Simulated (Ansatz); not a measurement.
A nudged elastic band was laid between two geometries of C2H8N2 (12 atoms, charge 0, multiplicity 1).

Computed with Ansatz 0.2.0, RKS r2SCANh-D4/def2-SVP.

* movable images: 5
* climbing image: yes
* spring: 5.0 eV/Å²
* optimiser: quadratic models (default)
* start path: IDPP
* force threshold: 0.03 eV/Å
* iteration limit: 60
* end points: relaxed

First end point:

```xyz
12
Properties=species:S:1:pos:R:3
C -1.390 0.101 -0.241
C -0.044 0.816 -0.204
N 0.992 0.199 0.611
N 1.215 -1.168 0.148
H -1.847 0.075 0.760
H -2.092 0.612 -0.916
H -1.267 -0.935 -0.579
H 0.357 0.918 -1.228
H -0.164 1.845 0.172
H 0.595 0.081 1.545
H 1.643 -1.048 -0.774
H 2.002 -1.497 0.709
```

Last end point:

```xyz
12
Properties=species:S:1:pos:R:3
C -1.387 -0.017 -0.113
C -0.141 0.840 -0.306
N 1.060 0.352 0.345
N 1.439 -0.918 -0.131
H -1.648 -0.106 0.954
H -2.255 0.414 -0.634
H -1.226 -1.028 -0.515
H 0.083 0.932 -1.381
H -0.319 1.860 0.073
H 0.927 0.361 1.358
H 2.448 -1.008 -0.050
H 1.019 -1.683 0.399
```

(1) Which bonds break or form, and what moves?

(2) Give the energies along the band, and the barrier.

(3) What is the geometry of the highest image?

Answers

(1) No bond is made or broken. The dihedral H10–N3–N4–H12 goes from -71 to 34°.

(2) It converged. The highest image is number 1 of 0 to 6, 0.1 kJ/mol above the first end and 12.8 kJ/mol above the last; the last end lies 12.7 kJ/mol below the first. The top lies less than 8 meV above the higher end, about what the thresholds resolve: that end is a shoulder or a very shallow well. A vibrational analysis at the climbing image gives one clearly imaginary mode, 64i cm⁻¹: a first-order saddle point.

```csv
image,path coordinate (Å),energy (kJ/mol),dihedral H10–N3–N4–H12 (°)
0,0.00,0.0,-71
1,0.33,0.1,-56
2,0.65,-0.2,-39
3,0.97,-2.0,-19
4,1.29,-6.3,1
5,1.61,-10.9,20
6,1.93,-12.7,34
```

(3) 
```xyz
12
Properties=species:S:1:pos:R:3:forces:R:3
C -1.408 0.088 -0.200 0.00 0.00 0.00
C -0.072 0.821 -0.228 0.00 0.00 0.00
N 1.004 0.221 0.549 0.00 0.00 0.00
N 1.245 -1.134 0.061 0.00 0.00 0.00
H -1.824 0.070 0.820 0.00 0.00 0.00
H -2.145 0.578 -0.853 0.00 0.00 0.00
H -1.278 -0.950 -0.531 0.00 0.00 0.00
H 0.284 0.915 -1.269 0.00 0.00 0.00
H -0.187 1.852 0.143 0.00 0.00 0.00
H 0.645 0.091 1.496 0.00 0.00 0.00
H 1.866 -1.001 -0.741 0.00 0.00 0.00
H 1.869 -1.551 0.753 0.00 0.00 0.00
```

Run time: 91 s on 2 threads of Arm Neoverse V1, with other jobs on the host, peak memory 0.21 GiB.
